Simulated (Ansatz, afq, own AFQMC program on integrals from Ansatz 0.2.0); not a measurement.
# AFQMC, coupled cluster and functionals along a coordinate of ZrB, sextet

```xyz
2

Zr    0.0000    0.0000    0.0000
B     0.0000    0.0000    2.1472
```

The Zr1–B2 distance is changed with both sides rigid. Energies in kJ/mol count from this geometry (2.147 Å) at the same level; the start stands on UHF, each point on the determinant named.

Basis def2-TZVP with its core potentials. Only valence electrons are correlated. AFQMC by an in-house program on the Cholesky factors that Ansatz 0.2.0 writes for its CCSD(T) run. ph-AFQMC/CISD is guided by a CISD state made of CCSD amplitudes; releasing the constraint for a short imaginary time cuts its bias at the price of noise, slowly where states lie close. Uncertainties: one standard error, sampling alone. No spin–orbit coupling. The metal's outer-core s and p shells are frozen, which shifts wave-function levels against functionals.

Cautions, each for one point or more: (T) is large; CCSDT(Q) on the ROHF determinant differs, by its state or its frozen core; higher spins were not checked; lower spins were not checked; no spin-orbit coupling; outer-core shells of the metal frozen; raised T1 diagnostic; strong correlation; the ph-AFQMC/CISD walk drifts between its halves; the search met a lower determinant of the same kind, perhaps of another symmetry, and this one is a saddle point.

| r(Zr1–B2) / Å | det. | T1 | weight | ⟨S²⟩ | CCSD(T) | ph-AFQMC/CISD | CCSDT(Q) | wB97M-V | B2PLYP |
| --- | --- | --- | --- | --- | --- | --- | --- | --- | --- |
| 1.894 | UHF | 0.029 | 0.89 | 8.76 | 73.0 | 72.3 ± 0.6 | 74.3 | 56.7 | 65.8 |
| 2.332 | UHF¶ | 0.062 | 0.83 | 8.76 | 12.4 | 15.1 ± 0.5 | 10.3 | 21.3 | 16.2 |
| 2.936 | UHF¶ | 0.082 | 0.78 | 8.77 | 151.6 | 151.5 ± 0.5 | 139.5 | 161.7 | 165.1 |
| 3.885 | UHF | 0.035 | 0.89 | 8.78 | 277.8 | 276.9 ± 0.5 | 277.8 | 267.1 | 271.5 |
| 5.708 | UHF | 0.011 | 0.91 | 8.77 | 296.7 | 296.4 ± 0.4 | 300.8 | 283.7 | 292.9 |

Weight is that of the determinant in the CISD state; at the start T1 is 0.041 and the weight 0.87, and ⟨S²⟩ is 8.76. ¶ marks points with a poor determinant and no full CI, where no value is sure; they don't count among the departures. Symmetry can't show for every point that it stays on the start's state. Largest departures from CCSDT(Q), at the points where its series has closed: CCSD(T) -4.0 kJ/mol at 5.708 (on UHF), ph-AFQMC/CISD -4.4 kJ/mol at 5.708 (on UHF). The functionals aren't scored here. In total energy ph-AFQMC/CISD lies 68 ± 4 meV above CCSDT(Q) at the start, so its agreement along the curve rests in part on cancellation.

Some points may be missing: those where a free walk finds a much lower state, and past Zn most of those on another determinant than at the start.

CCSDT and higher add their correlation energy to the determinant of the CCSD(T) run, since their own runs factorise the integrals more tightly (a shift of under 2 meV). A walk keeps the symmetry of its determinant, which the program's search chose and which needn't be the lowest solution, so a lower state of the same spin and another symmetry isn't excluded.
